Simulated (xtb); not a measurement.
xtb input:

```bash
xtb mol.xyz --gfn 2 --ohess tight --chrg -1 --uhf 0
```
mol.xyz:
```
12

N      0.03453852     0.09466862     0.43560697
C     -0.03582901     1.53454501    -0.04260168
C      1.15607904    -0.57352829    -0.00688599
C     -1.22202426    -0.58677994    -0.04513955
H      0.85608754     2.04602710     0.35719803
H     -0.91151235     1.98942019     0.33884876
H      1.26888571    -0.62684618    -1.15954646
H      1.16677203    -1.60440189     0.35495985
H      2.10257852    -0.03707934     0.33905336
H     -1.26777708    -0.59291364    -1.15768911
H     -2.10260029    -0.06366358     0.33472772
H     -1.16314972    -1.61672730     0.31279883
```

**Question.** What final total energy does it print?

**Answer.** -13.48419 Eh (GFN2-xTB).

It need not be the lowest isomer of its formula. Whether it binds its extra electron was not tested at this geometry.
